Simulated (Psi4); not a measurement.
# CHF2O (SMILES O[C](F)F): levels of theory compared

We compute a comparison of 6 runs (UHF/6-31G**, UHSE03/pcseg-0, UPW86PBE/6-311G, UB3LYP/6-31G*, UCAM-B3LYP/def2-SVP, UTPSSh/6-31G**) of CHF2O. 

The calculation is run with Psi4 1.11.

3 further runs of the same task are left out: 3 set aside as unsound or not needed.

## 1. Starting point

CHF2O has 5 atoms, charge 0, and is taken as a doublet. As SMILES, `O[C](F)F`. Geometry: relaxed at GFN2-xTB. This is one conformer, not always the lowest.

Bond lengths: O1–C2 1.317 Å, C2–F3 1.344 Å, C2–F4 1.345 Å, O1–H5 0.974 Å. Angles: O1–C2–F3 116.5°, O1–C2–F4 116.3°, F3–C2–F4 108.6°, C2–O1–H5 115.0°.

## 2. A single-point energy at UHF/6-31G(d,p) (spherical functions) (run 1)

Input file chf2o.inp:

```
memory 1600 mb

molecule system {
  0 2
  O     -0.41522952     1.68448297    -0.80551466
  C      0.21446502    -0.71531803    -0.62136085
  F      2.01499607    -1.28688459     1.07682264
  F     -1.70022439    -2.36731661    -0.35918024
  H     -0.11402607     2.68501736     0.70923311
  units bohr
  symmetry c1
}

set {
  reference uhf
  puream true
  e_convergence 1e-09
  d_convergence 1e-08
  scf_type pk
  maxiter 200
}

result, w = energy("scf/6-31G**", return_wfn=True)
```

On the command line:

```bash
$ psi4 -i chf2o.inp -o chf2o.out -n 1
```

chf2o.out:

```text
[...]
  Running in c1 symmetry.
[...]
  Nuclear repulsion =  124.745774096264256
[...]
  Multiplicity = 2
[...]
  Nalpha       = 17
  Nbeta        = 16
[...]
    Number of basis functions: 61
[...]
   @UHF iter   1:  -312.03055561320264   -6.14804e-01   8.10600e-03 DIIS/ADIIS
[...]
   @UHF iter  15:  -312.13536324093434   -1.08002e-12   5.83646e-09 DIIS
[...]
   @S^2 Observed:                7.546099557E-01
[...]
    Orbital Energies [Eh]
    ---------------------
    Alpha Occupied:
       1A    -26.337518     2A    -26.326790     3A    -20.635319
       4A    -11.474311     5A     -1.692582     6A     -1.622707
       7A     -1.454479     8A     -0.955787     9A     -0.828774
      10A     -0.794441    11A     -0.785374    12A     -0.705259
      13A     -0.687052    14A     -0.644625    15A     -0.612512
      16A     -0.580295    17A     -0.420022
    Alpha Virtual:
      18A      0.203527    19A      0.380512    20A      0.399766
      21A      0.484411    22A      0.668488    23A      0.725407
      24A      0.735628    25A      0.748866    26A      0.994084
[...]
  @UHF Final Energy:  -312.13536324093434
   => Energetics <=
    Nuclear Repulsion Energy =            124.7457740962642561
    One-Electron Energy =                -681.3600837827131045
    Two-Electron Energy =                 244.4789464455145662
    Total Energy =                       -312.1353632409343390
  UHF NO Occupations:
  HONO-2 :   15  A 1.9996123
  HONO-1 :   16  A 1.9989012
[...]
 Multipole Moments:
 ------------------------------------------------------------------------------------
     Multipole            Electronic (a.u.)      Nuclear  (a.u.)        Total (a.u.)
 ------------------------------------------------------------------------------------
 L = 1.  Multiply by 2.5417464519 to convert [e a0] to [Debye]
 Dipole X            :          0.3505674           -0.2013508            0.1492166
 Dipole Y            :         -2.1098311            2.7997459            0.6899148
 Dipole Z            :          0.4441267           -0.0531484            0.3909784
 Magnitude           :                                                    0.8069152
[...]
```

Run time: 1.8 s. Hardware: 1 thread of Intel Xeon 6975P-C (Granite Rapids), shared host; peak memory 0.21 GiB.

## 3. Energy and one-electron properties at UHSE03/pcseg-0 (sfX2C, Coulomb fitting set) (run 2)

Input file calc.py:

```python
import psi4

psi4.set_memory('1600 MB')
psi4.set_num_threads(1)
psi4.core.set_output_file('run.log', False)

geom = psi4.geometry("""
0 2
O
C 1 1.316522
F 2 1.344196 1 116.48352
F 2 1.345388 1 116.34621 3 130.09318
H 1 0.97378 2 114.96792 3 -25.52453
""")

options = {'reference': 'uks', 'scf_type': 'mem_df', 'df_basis_scf': 'def2-universal-jfit', 'relativistic': 'x2c'}
psi4.set_options(options)

e_tot, wfn = psi4.energy("hse03/pcseg-0", return_wfn=True)
psi4.oeprop(wfn, "ESP_AT_NUCLEI", "MULLIKEN_CHARGES", "MULTIPOLE(3)", "LOWDIN_CHARGES", title="HSE03")
print('E =', round(e_tot, 9))
```

On the command line:

```bash
$ python calc.py
```

run.log:

```text
[...]
  Running in c1 symmetry.
[...]
  Nuclear repulsion =  124.745769606543035
[...]
  Multiplicity = 2
[...]
  Nalpha       = 17
  Nbeta        = 16
[...]
    Number of basis functions: 38
[...]
    WARNING: The X2C and Dirac Hamiltonians have substatially different eigenvalues!
             This is probably caused by the recontraction of the basis set.
[...]
   @DF-UKS iter   1:  -312.85393700845117   -8.11805e-02   1.40886e-02 DIIS/ADIIS
[...]
   @DF-UKS iter  10:  -312.94794704589265   -1.23424e-09   1.33153e-07 DIIS
[...]
   @S^2 Observed:                7.517717410E-01
[...]
    Orbital Energies [Eh]
    ---------------------
    Alpha Occupied:
       1A    -24.849257     2A    -24.837007     3A    -19.306191
       4A    -10.459495     5A     -1.339244     6A     -1.265463
       7A     -1.155030     8A     -0.726356     9A     -0.638667
      10A     -0.593378    11A     -0.565920    12A     -0.489960
      13A     -0.464098    14A     -0.439134    15A     -0.421850
      16A     -0.395954    17A     -0.242368
    Alpha Virtual:
      18A      0.024018    19A      0.136461    20A      0.172354
      21A      0.279818    22A      0.383794    23A      0.660168
      24A      0.671310    25A      0.680911    26A      0.718961
[...]
  @DF-UKS Final Energy:  -312.94794704589265
   => Energetics <=
    Nuclear Repulsion Energy =            124.7457696065430355
    One-Electron Energy =                -679.6812851625370513
    Two-Electron Energy =                 269.3250192203019537
    DFT Exchange-Correlation Energy =     -27.3374507102005637
    Empirical Dispersion Energy =           0.0000000000000000
    VV10 Nonlocal Energy =                  0.0000000000000000
    Total Energy =                       -312.9479470458926471
[...]
 Multipole Moments:
 ------------------------------------------------------------------------------------
     Multipole            Electronic (a.u.)      Nuclear  (a.u.)        Total (a.u.)
 ------------------------------------------------------------------------------------
 L = 1.  Multiply by 2.5417464519 to convert [e a0] to [Debye]
 Dipole X            :          0.4757984           -0.2610653            0.2147331
 Dipole Y            :         -0.1679564           -0.4698854           -0.6378418
 Dipole Z            :          2.1614030           -2.7555397           -0.5941367
 Magnitude           :                                                    0.8977476
 L = 2.  Multiply by 1.3450342976 to convert [e a0^2] to [Debye ang]
 Quadrupole XX       :        -35.7409408           19.7033036          -16.0376372
 Quadrupole XY       :        -27.0258231           26.2941558           -0.7316673
[...]
  Mulliken Charges: (a.u.)
   Center  Symbol    Alpha    Beta     Spin     Total
       1     O     4.31725  4.30279  0.01446 -0.62003
       2     C     2.97127  2.15911  0.81216  0.86962
       3     F     4.68844  4.64221  0.04623 -0.33065
       4     F     4.69320  4.62383  0.06937 -0.31703
       5     H     0.32984  0.27206  0.05777  0.39810
   Total alpha = 17.00000, Total beta = 16.00000, Total charge = -0.00000
  Lowdin Charges: (a.u.)
   Center  Symbol    Alpha    Beta     Spin     Total
       1     O     4.19824  4.13822  0.06002 -0.33645
[...]
```

The script printed:

```text
E = -312.947947046
```

It took 6 s on 1 thread of Intel Xeon 6975P-C (Granite Rapids), shared host; peak memory 0.3 GiB.

Atomic charges (e):

| atom | Löwdin | Mulliken |
| --- | --- | --- |
| O1 | -0.336 | -0.620 |
| C2 | +0.383 | +0.870 |
| F3 | -0.175 | -0.331 |
| F4 | -0.169 | -0.317 |
| H5 | +0.297 | +0.398 |

Runs 3 to 4 aren't shown in full; the table further down has their settings and results.

## 4. A single-point energy at UCAM-B3LYP/def2-SVP (run 5)

Input file chf2o.py:

```python
import psi4

psi4.set_memory(1600000000)
psi4.set_num_threads(1)
psi4.core.set_output_file('output.dat', False)

m = psi4.geometry("""
0 2
O
C 1 1.316522
F 2 1.344196 1 116.48352
F 2 1.345388 1 116.34621 3 130.09318
H 1 0.97378 2 114.96792 3 -25.52453
symmetry c1
""")

psi4.set_options({
    'basis': 'def2-SVP',
    'reference': 'uks',
    'puream': True,
    'e_convergence': 1e-09,
    'd_convergence': 1e-08,
    'scf_type': 'pk',
    'dft_radial_points': 99,
    'dft_spherical_points': 590,
    'maxiter': 200,
})

result, w = psi4.energy('CAM-B3LYP', molecule=m, return_wfn=True)
print(f'total energy {result:.8f} hartree = {result * 27.211386:.5f} eV')
for k, v in sorted(psi4.core.scalar_variables().items()):
    print(f'{k:45s} {v:18.10f}')
```

On the command line:

```bash
$ python chf2o.py
```

output.dat:

```text
[...]
  Running in c1 symmetry.
[...]
  Nuclear repulsion =  124.745769606543035
[...]
  Multiplicity = 2
[...]
  Nalpha       = 17
  Nbeta        = 16
[...]
    Number of basis functions: 61
[...]
   @UKS iter   1:  -313.11205134045537   -2.79985e-01   9.17449e-03 ADIIS/DIIS
[...]
   @UKS iter  13:  -313.22073433498053   -1.02318e-12   5.57259e-09 DIIS
[...]
   @S^2 Observed:                7.519832618E-01
[...]
    Orbital Energies [Eh]
    ---------------------
    Alpha Occupied:
       1A    -24.798930     2A    -24.789136     3A    -19.276325
       4A    -10.470894     5A     -1.350814     6A     -1.281002
       7A     -1.170019     8A     -0.770676     9A     -0.689308
      10A     -0.649440    11A     -0.618716    12A     -0.549472
      13A     -0.523059    14A     -0.497283    15A     -0.481802
      16A     -0.449241    17A     -0.294505
    Alpha Virtual:
      18A      0.081866    19A      0.219476    20A      0.247141
      21A      0.337614    22A      0.398528    23A      0.495082
      24A      0.517592    25A      0.531324    26A      0.617670
[...]
  @UKS Final Energy:  -313.22073433498053
   => Energetics <=
    Nuclear Repulsion Energy =            124.7457696065430355
    One-Electron Energy =                -681.1298142250898309
    Two-Electron Energy =                 269.2766581702753115
    DFT Exchange-Correlation Energy =     -26.1133478867090503
    Empirical Dispersion Energy =           0.0000000000000000
    VV10 Nonlocal Energy =                  0.0000000000000000
    Total Energy =                       -313.2207343349805342
[...]
 Multipole Moments:
 ------------------------------------------------------------------------------------
     Multipole            Electronic (a.u.)      Nuclear  (a.u.)        Total (a.u.)
 ------------------------------------------------------------------------------------
 L = 1.  Multiply by 2.5417464519 to convert [e a0] to [Debye]
 Dipole X            :          0.4321557           -0.2610653            0.1710904
 Dipole Y            :         -0.0702205           -0.4698854           -0.5401059
 Dipole Z            :          2.1467635           -2.7555397           -0.6087762
 Magnitude           :                                                    0.8316218
[...]
```

Standard output:

```text
total energy -313.22073433 hartree = -8523.17031 eV
CURRENT ENERGY                                   -313.2207343350
CURRENT REFERENCE ENERGY                         -313.2207343350
DD SOLVATION ENERGY                                 0.0000000000
DFT FUNCTIONAL TOTAL ENERGY                      -313.2207343350
DFT TOTAL ENERGY                                 -313.2207343350
DFT VV10 ENERGY                                     0.0000000000
DFT XC ENERGY                                     -26.1133478867
GRID ELECTRONS ALPHA                               16.9999999530
GRID ELECTRONS BETA                                15.9999999461
GRID ELECTRONS TOTAL                               32.9999998991
NUCLEAR REPULSION ENERGY                          124.7457696065
ONE-ELECTRON ENERGY                              -681.1298142251
PCM POLARIZATION ENERGY                             0.0000000000
PE ENERGY                                           0.0000000000
SCF ITERATION ENERGY                             -313.2207343350
SCF ITERATIONS                                     13.0000000000
SCF TOTAL ENERGY                                 -313.2207343350
TWO-ELECTRON ENERGY                               269.2766581703
XC GRID RADIAL POINTS                              99.0000000000
XC GRID SPHERICAL POINTS                          590.0000000000
XC GRID TOTAL POINTS                           280302.0000000000
```

Wall time 11 s (1 thread of Intel Xeon 6975P-C (Granite Rapids), shared host); peak memory 0.69 GiB.

## 5. Energy and forces at UTPSSh/6-31G(d,p) (spherical functions) (run 6)

Input file chf2o.json:

```json
{
  "schema_name": "qcschema_input",
  "schema_version": 1,
  "molecule": {
    "schema_name": "qcschema_molecule",
    "schema_version": 2,
    "symbols": ["O", "C", "F", "F", "H"],
    "geometry": [-0.41522952, 1.68448297, -0.80551466, 0.21446502, -0.71531803, -0.62136085, 2.01499607, -1.28688459, 1.07682264, -1.70022439, -2.36731661, -0.35918024, -0.11402607, 2.68501736, 0.70923311],
    "molecular_charge": 0,
    "molecular_multiplicity": 2,
    "fix_symmetry": "c1"
  },
  "driver": "gradient",
  "model": {
    "method": "tpssh",
    "basis": "6-31G**"
  },
  "keywords": {
    "reference": "uks",
    "puream": true,
    "e_convergence": 1e-09,
    "d_convergence": 1e-08,
    "scf_type": "pk",
    "dft_radial_points": 99,
    "dft_spherical_points": 590,
    "maxiter": 200
  }
}
```

On the command line:

```bash
$ psi4 --qcschema chf2o.json -n 1 --memory 1600MB
```

stdout:

```text
[...]
  Running in c1 symmetry.
[...]
  Nuclear repulsion =  124.745774096264256
[...]
  Multiplicity = 2
[...]
  Nalpha       = 17
  Nbeta        = 16
[...]
    Number of basis functions: 61
[...]
   @UKS iter   1:  -313.42252397269419   -1.57500e-01   9.22967e-03 ADIIS/DIIS
[...]
   @UKS iter  13:  -313.53155445496441   -2.27374e-13   4.40863e-09 DIIS
[...]
   @S^2 Observed:                7.519570021E-01
[...]
    Orbital Energies [Eh]
    ---------------------
    Alpha Occupied:
       1A    -24.641390     2A    -24.632146     3A    -19.132471
       4A    -10.323793     5A     -1.248303     6A     -1.184522
       7A     -1.070501     8A     -0.669506     9A     -0.581960
      10A     -0.540178    11A     -0.505473    12A     -0.439201
      13A     -0.409917    14A     -0.388039    15A     -0.376554
      16A     -0.344536    17A     -0.202946
    Alpha Virtual:
      18A      0.055902    19A      0.160648    20A      0.188894
      21A      0.284252    22A      0.503694    23A      0.506308
      24A      0.509182    25A      0.545126    26A      0.736354
[...]
  @UKS Final Energy:  -313.53155445496441
   => Energetics <=
    Nuclear Repulsion Energy =            124.7457740962642561
    One-Electron Energy =                -681.6790605600374420
    Two-Electron Energy =                 275.3506555643344313
    DFT Exchange-Correlation Energy =     -31.9489235555256990
    Empirical Dispersion Energy =           0.0000000000000000
    VV10 Nonlocal Energy =                  0.0000000000000000
    Total Energy =                       -313.5315544549644073
[...]
 Multipole Moments:
 ------------------------------------------------------------------------------------
     Multipole            Electronic (a.u.)      Nuclear  (a.u.)        Total (a.u.)
 ------------------------------------------------------------------------------------
 L = 1.  Multiply by 2.5417464519 to convert [e a0] to [Debye]
 Dipole X            :          0.2907612           -0.2013508            0.0894104
 Dipole Y            :         -2.1764142            2.7997459            0.6233317
 Dipole Z            :          0.5183456           -0.0531484            0.4651972
 Magnitude           :                                                    0.7829081
[...]
  -Total Gradient:
     Atom            X                  Y                   Z
    ------   -----------------  -----------------  -----------------
       1        0.008145660060    -0.018934295452     0.001412581404
       2       -0.011469423219     0.022515462803     0.011030206597
       3       -0.001690329308    -0.005347705972    -0.005811800788
       4        0.006524559086    -0.001865007986    -0.002879727276
       5       -0.001499769208     0.003634105570    -0.003743181787
[...]
```

The result, in JSON:

```text
{
 "driver": "gradient",
 "model": {
  "method": "tpssh",
  "basis": "6-31G**"
 },
 "success": true,
 "return_result": [0.008145660059686394, -0.018934295451796562, 0.0014125814038982165, -0.011469423218847405, 0.02251546280321519, 0.011030206596730652, -0.0016903293079425785, -0.005347705971542577, -0.005811800787927729, 0.006524559085745313, -0.0018650079855050683, -0.0028797272759380037, -0.0014997692079848357, 0.0036341055703829894, -0.0037431817869935102],
 "properties": {
  "calcinfo_nbasis": 61,
  "calcinfo_nmo": 61,
  "calcinfo_nalpha": 17,
  "calcinfo_nbeta": 16,
  "calcinfo_natom": 5,
  "nuclear_repulsion_energy": 124.74577409626426,
  "return_energy": -313.5315544549644,
  "return_gradient": [0.008145660059686394, -0.018934295451796562, 0.0014125814038982165, -0.011469423218847405, 0.02251546280321519, 0.011030206596730652, -0.0016903293079425785, -0.005347705971542577, -0.005811800787927729, 0.006524559085745313, -0.0018650079855050683, -0.0028797272759380037, -0.0014997692079848357, 0.0036341055703829894, -0.0037431817869935102],
  "scf_one_electron_energy": -681.6790605600374,
  "scf_two_electron_energy": 275.35065556433443,
  "scf_xc_energy": -31.9489235555257,
  "scf_dipole_moment": [0.08941038874103707, 0.6233316912246925, 0.46519723272312363],
  "scf_total_energy": -313.5315544549644,
  "scf_total_gradient": [0.008145660059686394, -0.018934295451796562, 0.0014125814038982165, -0.011469423218847405, 0.02251546280321519, 0.011030206596730652, -0.0016903293079425785, -0.005347705971542577, -0.005811800787927729, 0.006524559085745313, -0.0018650079855050683, -0.0028797272759380037, -0.0014997692079848357, 0.0036341055703829894, -0.0037431817869935102],
  "scf_iterations": 13
 }
}
```

Wall time 25 s (1 thread of Intel Xeon 6975P-C (Granite Rapids), shared host); peak memory 0.81 GiB.

## 6. All runs side by side

| run | level | task | integrals | energy (Eh) | dipole moment (D) | HOMO energy (eV) | LUMO energy (eV) | wall time |
| --- | --- | --- | --- | --- | --- | --- | --- | --- |
| 1 | UHF/6-31G** (spherical functions) | energy | pk | -312.135363 | 2.05 | -11.43 | 3.90 | 1.8 s |
| 2 | UHSE03/pcseg-0 (sfX2C, Coulomb fitting set) | properties | mem_df | -312.947947 | 2.28 | -6.60 | -2.23 | 6 s |
| 3 | UPW86PBE/6-311G (Cholesky decomposition) | properties | cd | -313.699366 | 2.26 | -5.24 | -3.15 | 4.2 s |
| 4 | UB3LYP/6-31G* (spherical functions) | gradient | pk | -313.527897 | 1.99 | -6.01 | -1.48 | 9.9 s |
| 5 | UCAM-B3LYP/def2-SVP | energy | pk | -313.220734 | 2.11 | -8.01 | -0.22 | 11 s |
| 6 | UTPSSh/6-31G** (spherical functions) | gradient | pk | -313.531554 | 1.99 | -5.52 | -1.55 | 25 s |

## 7. Results

```
                                 quantity          value
                      run 6: total energy  -313.53155 Eh
                     run 6: dipole moment         1.99 D
run 6: HOMO energy (highest over α and β)       -5.52 eV
 run 6: LUMO energy (lowest over α and β)       -1.55 eV
                              run 6: ⟨S²⟩          0.752
          run 6: largest force on an atom     1.418 eV/Å
```

The dipole moment (its size) runs from 1.99 D (UB3LYP/6-31G*) to 2.28 D (UHSE03/pcseg-0). The two ends differ in method and basis and Hamiltonian. Totals of different functionals can't be ranked against each other. All runs together took 57 s, the longest 25 s.
